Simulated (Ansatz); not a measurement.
**HOF (hypofluorous acid) at 6 levels**

We compute a comparison of 6 runs (HF/STO-3G, BLYP/STO-3G, UPBE/STO-3G, r2SCAN0/STO-3G, BCCD(T)/STO-3G, CCSD(T)/STO-3G) of HOF (hypofluorous acid). 

The calculation is run with Ansatz 0.2.0.

55 further runs of the same task are left out: 1 that didn't finish, 54 set aside as unsound or not needed.

## Step 1: The system as given

HOF has 3 atoms, charge 0, and is taken as a singlet. As SMILES, `OF`. The H3–O1 distance was set to 1.211 Å, away from the relaxed value.

Bond lengths: O1–F2 1.406 Å. A long bond or contact: O1–H3 1.211 Å.

## Step 2: The energy at HF/STO-3G (run 1)

File run.yaml:

```yaml
crystal:
  periodic: [false, false, false]
  atoms:
    - symbol: O
      position_ang: [0.590383, -0.061880, 0.321732]
    - symbol: F
      position_ang: [-0.062117, 1.163080, 0.094422]
    - symbol: H
      position_ang: [-0.208690, -0.804280, -0.205350]
basis:
  gaussian: {orbitals: STO-3G}
hamiltonian: {xc: hf}
accuracy: high
```

Started as:

```console
ansatz run run.yaml --threads 1 --pin off --max-ram 3480MiB --events-out events.jsonl --progress --plain --runs-dir runs
```

The program printed:

```text
Warning: RAYON_NUM_THREADS=1 ignored (pool sized by the plan → 1); use --threads N
Functional definition: HF
  name "HF"
  exchange = exact_x
  correlation = 0
168 factors; integrals over basis functions are off by at most 3.5e-8 eV
mean field evaluation 1: about -4688.8281 eV, gradient 1.0e1 eV
mean field evaluation 2: about -4688.9354 eV, gradient 1.0e1 eV
mean field evaluation 4: about -4689.5710 eV, gradient 4.3e-1 eV
mean field evaluation 8: about -4689.5713 eV, gradient 1.3e-6 eV
mean field -4689.57127830 eV, -172.3385657720 hartree, gradient 2.8e-8 eV, S^2 0.000000; 0 other end points of the search recorded, 0 dependent functions left out
reference -4689.57127830 eV, -172.3385657720 hartree; 9, 9 occupied and 2, 2 virtual orbitals, 168 factors
Total energy: -4689.57127830 eV, -172.3385657720 hartree
```

Wall time 0.06 s (1 thread of Arm Neoverse V1, shared host).

## Step 3: A single-point energy at BLYP/STO-3G (run 2)

File molecule.yaml:

```yaml
crystal:
  periodic: [false, false, false]
  atoms:
    - symbol: O
      position_ang: [0.590383, -0.061880, 0.321732]
    - symbol: F
      position_ang: [-0.062117, 1.163080, 0.094422]
    - symbol: H
      position_ang: [-0.208690, -0.804280, -0.205350]
basis:
  gaussian: {orbitals: STO-3G}
hamiltonian: {xc: {name: BLYP}}
accuracy: high
```

Started as:

```console
ansatz run molecule.yaml --threads 1 --pin off --max-ram 3480MiB --events-out events.jsonl --progress --plain --runs-dir runs
```

The program printed:

```text
Warning: RAYON_NUM_THREADS=1 ignored (pool sized by the plan → 1); use --threads N
Functional definition: BLYP
  name "BLYP"
  parameter beta = 0.0042
  parameter a = 0.04918
  parameter b = 0.132
  parameter c = 0.2533
  parameter d = 0.349
  exchange = b88_x(beta = beta)
  correlation = lyp_c(a = a, b = b, c = c, d = d)
168 factors; integrals over basis functions are off by at most 3.5e-8 eV
mean field evaluation 1: about -4707.4922 eV, gradient 6.5e0 eV
mean field evaluation 2: about -4707.5515 eV, gradient 6.0e0 eV
mean field evaluation 4: about -4707.6731 eV, gradient 4.0e-1 eV
mean field evaluation 8: about -4707.6282 eV, gradient 6.3e-4 eV
mean field evaluation 16: about -4707.6282 eV, gradient 5.0e-8 eV
mean field -4707.62818709 eV, -173.0021449304 hartree, gradient 5.0e-8 eV, S^2 0.000000; 0 other end points of the search recorded, 0 dependent functions left out
reference -4707.62820847 eV, -173.0021457162 hartree; 9, 9 occupied and 2, 2 virtual orbitals, 168 factors
Total energy: -4707.62820847 eV, -173.0021457162 hartree
```

Wall time 0.44 s (1 thread of Arm Neoverse V1, shared host).

Runs 3 to 5 aren't shown in full; the table further down has their settings and results.

## Step 4: The energy at CCSD(T)/STO-3G (run 6)

File in.yaml:

```yaml
crystal:
  periodic: [false, false, false]
  atoms:
    - {symbol: O, position_ang: [0.590383, -0.061880, 0.321732]}
    - {symbol: F, position_ang: [-0.062117, 1.163080, 0.094422]}
    - {symbol: H, position_ang: [-0.208690, -0.804280, -0.205350]}
basis:
  gaussian:
    orbitals: STO-3G
correlation:
  method: ccsd_t
  frozen_orbitals: {F: 1, H: 0, O: 1}
accuracy: high
scf:
  omitted_lower_state_checks: [cluster_reference, increment]
```

Started as:

```console
ansatz run in.yaml --threads 1 --pin off --max-ram 3480MiB --events-out events.jsonl --progress --plain --runs-dir runs
```

The program printed (excerpt; [...] marks lines left out):

```text
Warning: RAYON_NUM_THREADS=1 ignored (pool sized by the plan → 1); use --threads N
[... 2 set-up lines as earlier in the session ...]
[...]
168 factors; integrals over basis functions are off by at most 3.5e-8 eV
[...]
mean field -4689.57127830 eV, -172.3385657720 hartree, gradient 2.8e-8 eV, S^2 0.000000; 0 other end points of the search recorded, 0 dependent functions left out
2 core orbitals not correlated: weight in the atoms' cores, before any rotation towards them, 1.000 or more for the frozen orbitals, at most 0.000 for the correlated occupied ones
reference -4689.57127830 eV, -172.3385657720 hartree; 7, 7 occupied and 2, 2 virtual orbitals, 168 factors
second order -2.04608903 eV of doubles, -0.00000000 eV of singles
cycle   1  -2.59381661 eV  change   -5.5e-1 eV  update   6.6e-2
[...]
cycle  20  -2.96916596 eV  change  -4.5e-10 eV  update  6.1e-10
perturbative correction -0.01593347 eV, -0.0005855442 hartree
Total energy: -4692.55637773 eV, -172.4482661527 hartree
Checks for a lower state left out: cluster_reference, increment
```

It took 0.1 s on 1 thread of Arm Neoverse V1, shared host.

## Step 5: Overview of the runs

```csv
run,level,frozen core orbitals,energy (Eh),wall time
1,HF/STO-3G,–,-172.338566,0.06 s
2,BLYP/STO-3G,–,-173.002146,0.44 s
3,UPBE/STO-3G,–,-172.881751,0.72 s
4,r2SCAN0/STO-3G,–,-172.988170,1.2 s
5,BCCD(T)/STO-3G,2,-172.448212,0.12 s
6,CCSD(T)/STO-3G,2,-172.448266,0.1 s
```

## Step 6: Results

| quantity | value |
| --- | --- |
| run 6: total energy | -172.44827 Eh |
| run 6: correlation energy (2 core orbitals frozen) | -109.7 mEh |
| run 6: (T) correction | -0.59 mEh |
| run 6: T1 diagnostic | 0.010 |

In words: Below the HF energy at the same shape and in the same basis (STO-3G): BCCD(T) -109.6 mEh; CCSD(T) -109.7 mEh. Totals of different functionals can't be ranked against each other. In runs 1, 2, 3, 4, 5, 6 the basis is minimal, so the values are rough. All runs together took 2.6 s, the longest 1.2 s.
